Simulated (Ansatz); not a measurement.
A displaced shape of singlet CH3(+):

```json
{"atom": "C", "x (Å)": "0.0336", "y (Å)": "-0.0010", "z (Å)": "0.0370"}
{"atom": "H", "x (Å)": "1.1130", "y (Å)": "-0.0120", "z (Å)": "0.0477"}
{"atom": "H", "x (Å)": "-0.5226", "y (Å)": "0.9853", "z (Å)": "-0.0280"}
{"atom": "H", "x (Å)": "-0.5979", "y (Å)": "-0.9391", "z (Å)": "0.0102"}
```

It was optimised with HF/def2-SVP in Ansatz (development build ahead of 0.2.0) to forces under 0.001 eV/Å, with restricted orbitals. Each step stands on the lowest determinant of that kind that the program's search found.

(1) What shape does it relax to, and how does the optimisation go?

Results:

(1)

```yaml
atoms:
  - { symbol: C, position_ang: [0.0065, 0.0083, 0.0168] }
  - { symbol: H, position_ang: [1.0945, -0.0275, -0.0062] }
  - { symbol: H, position_ang: [-0.5068, 0.9685, 0.0124] }
  - { symbol: H, position_ang: [-0.5682, -0.9161, 0.0441] }
```

Bond lengths: C1–H2 1.089 Å, C1–H3 1.089 Å, C1–H4 1.089 Å. Angles: H2–C1–H3 120.0°, H2–C1–H4 120.0°, H3–C1–H4 120.0°.

```csv
step,E − E(start) (eV),largest force (eV/Å)
1,0.0000,2.2925
2,0.4875,4.8878
3,0.0296,1.6308
4,-0.0208,1.9808
5,-0.0240,1.8994
6,-0.0493,1.1757
7,-0.0787,0.4783
8,-0.0797,0.4179
9,-0.0844,0.1591
10,-0.0853,0.2110
11,-0.0853,0.2082
12,-0.0853,0.2057
13,-0.0853,0.1981
14,-0.0854,0.1846
15,-0.0855,0.1594
16,-0.0855,0.1347
17,-0.0855,0.1323
18,-0.0855,0.1319
19,-0.0856,0.1255
20,-0.0856,0.1123
21,-0.0857,0.1015
22,-0.0858,0.1041
23,-0.0858,0.1043
24,-0.0859,0.1029
25,-0.0859,0.1011
26,-0.0859,0.0873
27,-0.0859,0.0639
28,-0.0859,0.0253
29,-0.0859,0.0101
30,-0.0859,0.0034
31,-0.0859,0.0031
32,-0.0859,0.0017
33,-0.0859,0.0021
34,-0.0859,0.0013
35,-0.0859,0.0013
36,-0.0859,0.0013
37,-0.0859,0.0011
38,-0.0859,0.0007
```

The optimisation ended after 38 steps with its threshold met.
